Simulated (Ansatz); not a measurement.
Geometry optimisation, Ansatz 0.2.0, UKS PBE0/def2-SVP.

input.yaml

```yaml
crystal:
  periodic: [false, false, false]
  atoms:
    - { symbol: Al, position_ang: [0.0, 0.0, -0.332131] }
    - { symbol: F, position_ang: [0.0, 0.0, 2.554109] }
    - { symbol: H, position_ang: [1.397089, 0.0, -1.128151] }
    - { symbol: H, position_ang: [-1.397089, 0.0, -1.128151] }
    - { symbol: Cl, position_ang: [0.0, 0.0, 4.154324] }
magnetization:
  spin_polarized: true
  initial_magnetization: 1
basis:
  gaussian: { orbitals: def2-SVP }
hamiltonian:
  xc: pbe0
relax:
  f_tol: 0.03
  max_steps: 50
output:
  orbitals: {}
```

Command:

```bash
$ ansatz run input.yaml --threads 1 --pin off --max-ram 2048MiB --backend cpu --events-out ev --progress --plain --runs-dir out
```

Task: Where does it end, and by what steps?

Result: It converged. After 8 steps the energy has fallen by 4.272 eV; F2 moved furthest, 0.97 Å. Parted: F2–Cl5 (1.60 → 2.61 Å). Joined: Al1–F2 (2.89 → 1.67 Å).

```
step  energy less start (eV)  largest force component (eV/Å)  accepted
   0                  0.0000                           3.212       yes
   1                 -0.2134                           4.363       yes
   2                 -0.7234                           7.014       yes
   3                 -1.8249                           9.165       yes
   4                 -3.0032                           7.067       yes
   5                 -3.9412                           3.047       yes
   6                 -4.2254                           0.476       yes
   7                 -4.2690                           0.074       yes
   8                 -4.2719                           0.023       yes
```

```xyz
5
Properties=species:S:1:pos:R:3
Al 0.000 0.000 -0.089
F 0.000 0.000 1.585
H 1.413 0.000 -0.787
H -1.413 0.000 -0.787
Cl 0.000 0.000 4.198
```

Whether the end is a true minimum wasn't checked by a vibrational analysis.

The run took 35 s on 1 thread of Arm Neoverse V1 (shared host), peak memory 0.15 GiB.
